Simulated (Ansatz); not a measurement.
The first iterations of a band of AlFH₄S (7 atoms, charge 0, multiplicity 1).

Computed with RKS B3LYP/def2-SVP (Ansatz).

```json
{"movable images": "8", "climbing image": "no", "spring": "5.0 eV/Å²", "optimiser": "quadratic models (default)", "start path": "through a guess of the saddle point", "force threshold": "0.03 eV/Å", "iteration limit": "60", "end points": "relaxed"}
```

First end point:

```xyz
7
Properties=species:S:1:pos:R:3
Al -0.016 0.036 -0.020
F -0.501 0.436 1.545
H 1.512 0.290 -0.355
H -1.168 -0.038 -1.107
S 0.148 -2.539 0.469
H -1.120 -2.669 0.927
H 0.654 -2.380 1.716
```

Last end point:

```xyz
7
Properties=species:S:1:pos:R:3
Al 0.109 -0.365 -0.148
F -0.071 -0.152 1.802
H 1.508 0.255 -0.520
H -1.293 0.016 -0.762
S 0.273 -2.583 0.555
H -1.048 -2.853 0.428
H 0.031 -1.182 1.818
```

| iteration | highest image above the first end (eV) | largest band force component (eV/Å) |
| --- | --- | --- |
| 1 | 2.060 | 11.041 |
| 2 | 0.962 | 4.341 |
| 3 | 0.791 | 1.040 |
| 4 | 0.694 | 1.600 |
| 5 | 0.656 | 1.320 |

**Question.** Does the band converge within its limit, and where does its top end?

**Answer.** The forces met the threshold. It ended after 15 iterations with the highest image 0.632 eV above the first end. The highest image is an end point: on this band no image between the ends rises above it. The orbitals stay closed-shell, which can raise the energy where a bond breaks towards radicals; this wasn't checked here.

The run took 4.7 min on 1 thread of Arm Neoverse V1 (shared host), peak memory 0.11 GiB.
